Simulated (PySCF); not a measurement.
Ligands exchanged one at a time, B Cl-NH2. Gas-phase values, no solvent. Strings in code marks are SMILES.

These are TPSSh-D3(BJ)/def2-TZVP // CAM-B3LYP-D3(BJ)/def2-TZVP (PySCF) values and carry that method's errors. Delta-SCF ions had no search for a lower state. Excitations are Tamm–Dancoff values on a coarser integration grid. The basis has no diffuse functions, so Rydberg states are missing or too high.

| species | vertical ionisation energy (Delta-SCF) (eV) | HOMO–LUMO gap (eV) | S1 excitation (TDA) (eV) |
|---|---|---|---|
| 0 of 3 Cl replaced by NH2 (`ClB(Cl)Cl`) | 11.06 | 6.20 | 5.55 |
| 1 of 3 Cl replaced by NH2 | 10.54 | 7.54 | 7.12 |
| 2 of 3 Cl replaced by NH2 (`NB(N)Cl`) | 9.37 | 7.01 | 6.47 |
